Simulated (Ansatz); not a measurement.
The same path of CH7B (9 atoms, charge 0, multiplicity 1) was run twice with different band settings. Lost on the way: B1–C2. Made: C2–H9.

Level of theory: Ansatz, RKS PBE-D4/def2-SVP.

Relaxed end points:

```xyz
9
Properties=species:S:1:pos:R:3
B -0.011 -0.297 0.427
C -0.005 0.204 1.944
H -0.961 0.037 2.481
H 0.816 -0.219 2.559
H 0.154 1.304 1.928
H 1.032 -0.308 -0.223
H -0.955 -0.015 -0.308
H -0.632 -1.576 0.349
H 0.211 -1.704 0.395
```

```xyz
9
Properties=species:S:1:pos:R:3
B -0.108 -0.603 -0.242
C 0.022 0.007 2.162
H -0.943 0.081 2.696
H 0.841 -0.284 2.845
H 0.262 0.963 1.668
H 1.016 -0.201 -0.466
H -1.062 0.133 -0.388
H -0.298 -1.806 -0.166
H -0.081 -0.862 1.444
```

Common settings: movable images 5; climbing image yes; spring 5.0 eV/Å²; optimiser quadratic models (default); start path through a guess of the saddle point; iteration limit 60; end points relaxed.

| run | force threshold |
| --- | --- |
| 1 | 0.05 eV/Å |
| 2 | 0.5 eV/Å |

Q: What does each run give, and how far can it be trusted?

A: Run 1: converged after 11 iterations, highest image 0.461 eV above the first end. A vibrational analysis at the climbing image gives one clearly imaginary mode, 880i cm⁻¹: a first-order saddle point.
Run 2: converged after 6 iterations, highest image 0.393 eV above the first end. The threshold of 0.5 eV/Å is loose, so the images may lie well off the minimum-energy path. The order of the stationary point at the top wasn't checked.
The orbitals stay closed-shell, which can raise the energy where a bond breaks towards radicals; this wasn't checked here.
